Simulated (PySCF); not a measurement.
**`C[PH](C)=S`: 4 charge schemes on one density**

C₂H₇PS.
Z-matrix (Å and degrees, PBE0-D3(BJ)/def2-TZVP geometry), rows numbered from 1:
```
C 
P   1  1.8092
C   2  1.8086  1  105.23
S   2  1.9324  1  115.47  3  -128.59
H   1  1.0919  2  111.26  3   -50.24
H   1  1.0902  2  108.59  3  -171.27
H   1  1.0911  2  108.49  3    70.96
H   2  1.4157  1  101.85  3   106.03
H   3  1.0901  2  108.55  1   174.08
H   3  1.0911  2  108.51  1   -68.11
H   3  1.0924  2  111.27  1    53.00
```

Density: PBE0/pcSseg-2 (PySCF); schemes: Mulliken, IAO, Hirshfeld and ESP-fitted. Geometry: PBE0-D3(BJ)/def2-TZVP; no solvent, vibrations or thermal averaging.

Question: At which atom do the 4 schemes differ most?

Answer: At P2: from +0.310 (Hirshfeld) to +1.033 e (IAO), 0.723 e apart.

Question: Which atoms carry the lowest charge in the Mulliken, IAO, Hirshfeld and ESP-fitted schemes?

Answer: The schemes don't all agree: Mulliken S4 (-0.394); IAO C3 (-0.687); Hirshfeld S4 (-0.331); ESP-fitted C3 (-0.536).

Question: Which atoms carry the highest charge in the Mulliken, IAO, Hirshfeld and ESP-fitted schemes?

Answer: All schemes agree: Mulliken P2 (+0.369); IAO P2 (+1.033); Hirshfeld P2 (+0.310); ESP-fitted P2 (+0.336).

Question: Tabulate the Mulliken, IAO, Hirshfeld and ESP-fitted charges.

Answer: In e:

```json
{"atom": "C1", "environment": "sp3 carbon bound to phosphorus", "Mulliken": "-0.151", "IAO": "-0.686", "Hirshfeld": "-0.166", "ESP-fitted": "-0.474"}
{"atom": "P2", "environment": "phosphorus bonded to 2 C, S and H", "Mulliken": "+0.369", "IAO": "+1.033", "Hirshfeld": "+0.310", "ESP-fitted": "+0.336"}
{"atom": "C3", "environment": "sp3 carbon bound to phosphorus", "Mulliken": "-0.151", "IAO": "-0.687", "Hirshfeld": "-0.166", "ESP-fitted": "-0.536"}
{"atom": "S4", "environment": "sulfur bonded to P", "Mulliken": "-0.394", "IAO": "-0.633", "Hirshfeld": "-0.331", "ESP-fitted": "-0.415"}
{"atom": "H5", "environment": "methyl hydrogen", "Mulliken": "+0.038", "IAO": "+0.163", "Hirshfeld": "+0.056", "ESP-fitted": "+0.164"}
{"atom": "H6", "environment": "methyl hydrogen", "Mulliken": "+0.077", "IAO": "+0.182", "Hirshfeld": "+0.061", "ESP-fitted": "+0.155"}
{"atom": "H7", "environment": "methyl hydrogen", "Mulliken": "+0.067", "IAO": "+0.178", "Hirshfeld": "+0.060", "ESP-fitted": "+0.175"}
{"atom": "H8", "environment": "P–H hydrogen", "Mulliken": "-0.039", "IAO": "-0.073", "Hirshfeld": "-0.003", "ESP-fitted": "+0.050"}
{"atom": "H9", "environment": "methyl hydrogen", "Mulliken": "+0.078", "IAO": "+0.183", "Hirshfeld": "+0.061", "ESP-fitted": "+0.171"}
{"atom": "H10", "environment": "methyl hydrogen", "Mulliken": "+0.064", "IAO": "+0.177", "Hirshfeld": "+0.060", "ESP-fitted": "+0.195"}
{"atom": "H11", "environment": "methyl hydrogen", "Mulliken": "+0.040", "IAO": "+0.163", "Hirshfeld": "+0.056", "ESP-fitted": "+0.179"}
```

Mean size of the charges over all atoms: IAO 0.378 e, ESP-fitted 0.259 e, Mulliken 0.133 e, Hirshfeld 0.121 e. Each set sums to the total charge, 0, to within 0.001 e. The ESP scheme fits charges at the nuclei, held to the total charge, to the electrostatic potential on points at 1.4 to 2.0 times the van der Waals radii.

Question: How closely do the schemes follow one another over all atoms?

Answer: Correlation coefficient and root-mean-square difference: Mulliken with Hirshfeld 0.99, 0.031 e; IAO with Hirshfeld 0.96, 0.336 e; Mulliken with IAO 0.93, 0.323 e; IAO with ESP-fitted 0.93, 0.237 e; Hirshfeld with ESP-fitted 0.89, 0.171 e; Mulliken with ESP-fitted 0.84, 0.176 e.

Question: Sum the charges by element, for elements with more than one atom.

Answer: 
```tsv
element	atoms	Mulliken	IAO	Hirshfeld	ESP-fitted
C	2	-0.302	-1.373	-0.332	-1.010
H	7	+0.326	+0.973	+0.353	+1.089
```

Question: How many electrons does the IAO scheme count on C3?

Answer: Z − q = 6 − (-0.687) = 6.687.
